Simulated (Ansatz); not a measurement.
# BN2H+ (doublet): wave-function methods side by side, def2-QZVPP

The task here is to estimate one member of a computed series from the others.

Computed with Ansatz 0.2.0, Gaussian basis. Level: def2-QZVPP, core rule «outside noble gas», up to 3 orbitals frozen.

To be run: UHF; ROHF; CCSD(T) on UHF.

2 further runs of the same task are left out: 2 set aside as unsound or not needed.

## The geometry

The geometry is a PBE0/def2-TZVP stationary point (not a proven minimum) of the parent state, kept for this charge and spin.

4 atoms, charge 1, spin multiplicity 2.

Atoms are counted from 1 here; the program's logs count them from 0.

Bond lengths: B1–N2 1.399 Å, B1–N3 1.252 Å, N3–H4 0.993 Å. Angles: N2–B1–N3 180.0°, B1–N3–H4 180.0°.

The first run:

Input file in.yaml:

```yaml
crystal:
  periodic: [false, false, false]
  atoms:
    - {symbol: B, position_ang: [0.000000, 0.000000, -0.524525]}
    - {symbol: N, position_ang: [0.000000, 0.000000, -1.923525]}
    - {symbol: N, position_ang: [0.000000, 0.000000, 0.727375]}
    - {symbol: H, position_ang: [0.000000, 0.000000, 1.720675]}
basis:
  gaussian: {orbitals: "def2-QZVPP.json"}
total_charge: 1
magnetization: {spin_polarized: true, initial_magnetization: 1}
hamiltonian: {xc: hf}
output: {orbitals: {seedname: orbitals}}
```

Launch:

```sh
> ansatz run in.yaml --threads 1 --pin off --events-out ev --progress --plain --max-ram 2393MiB
```

Among the steps run: UHF; ROHF; CCSD(T) on UHF.

One table of the session follows, with a row left open; its other results are not shown here.

```
  method  from UCCSD(T) (kcal/mol)
    ROHF                   +320.80
     UHF                   +267.06
    UMP2                         ?
   UCCSD                    +11.41
UCCSD(T)                         0
```

Q: Estimate the row for UMP2 from the others.

**Answer.** from UCCSD(T) (kcal/mol): +32.72. In the column «from UCCSD(T) (kcal/mol)» it lies between UCCSD (+11.41) and UHF (+267.06).

Limits of these values: The determinant is far from a pure spin state, so its energy mixes those of several spin states (harmless only where they are near-degenerate, as at dissociation).
